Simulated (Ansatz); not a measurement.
Fluorite CeO2 was calculated with PBE0 in Ansatz (PAW).

Run with plane-wave cutoff 460 eV, 8×8×8 k mesh, Fermi–Dirac smearing 0.01 eV, no spin polarisation, scalar-relativistic PAW data made under PBE.

The cell has the measured lattice: a = b = c = 5.4097 Å, α = β = γ = 90.00°.

### Question
Predict the band gap, smallest direct gap on the k points sampled and Γ–Γ gap.

### Answer

- band gap = 4.36 eV
- smallest direct gap on the k points sampled = 4.52 eV
- Γ–Γ gap = 5.49 eV

Measured, for comparison: band gap 3 eV (temperature not stated, no zero-point or thermal correction, O 2p to Ce 4f, our sources range from 3.00 to 3.20; as tabulated in Tran et al. (2019), arXiv:1908.01820).

Note: cell and atoms aren't relaxed at this level (pressure -1.6 GPa).

Spin–orbit coupling is not included.

Computed values are for the static lattice.

Cost on a shared machine: around 5 core-minutes (rough).

Ansatz is a quantum-chemistry and plane-wave program.
